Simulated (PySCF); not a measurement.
A series of derivatives of vinylacetylene

Parent skeleton `[CH:1]#[C:2][CH:3]=[CH2:4]`; one hydrogen on atom 1 is replaced by X. Hydrogens on one atom are averaged.

- structure optimised with GFN2-xTB
- GIAO PBE0/pcSseg-1 shieldings
- code: PySCF 2.14.0 with density-fitted response routines
- a single conformation, non-relativistic, in vacuum

Shifts are taken against calculated references (same method and geometry level): TMS for ¹³C (σ = 186.93 ppm), ¹H (σ = 31.72 ppm).

Parent (X = H): C1 89.2, C2 87.1, C3 124.4, C4 138.4, H(C3) 6.05, H(C4) 6.05 ppm. Effects are Δδ = δ(X) − δ(H), positive for deshielding.

(1) Give Δδ (ppm) for X = COOH, C2H5, tBu.

(2) Which position responds most, and to which substituents?

## Answers

(1) 
| X | SMILES | C1 | C2 | C3 | C4 | H(C3) | H(C4) |
| --- | --- | --- | --- | --- | --- | --- | --- |
| COOH | C=CC#CC(=O)O | +0.9 | +5.4 | -1.1 | +8.0 | +0.23 | +0.39 |
| C2H5 | C=CC#CCC | +14.4 | -0.6 | +1.4 | -4.4 | +0.01 | -0.24 |
| tBu | C=CC#CC(C)(C)C | +20.9 | -0.7 | +1.3 | -4.5 | +0.02 | -0.25 |

(2) C1: from +0.9 ppm with COOH to +20.9 ppm with tBu.
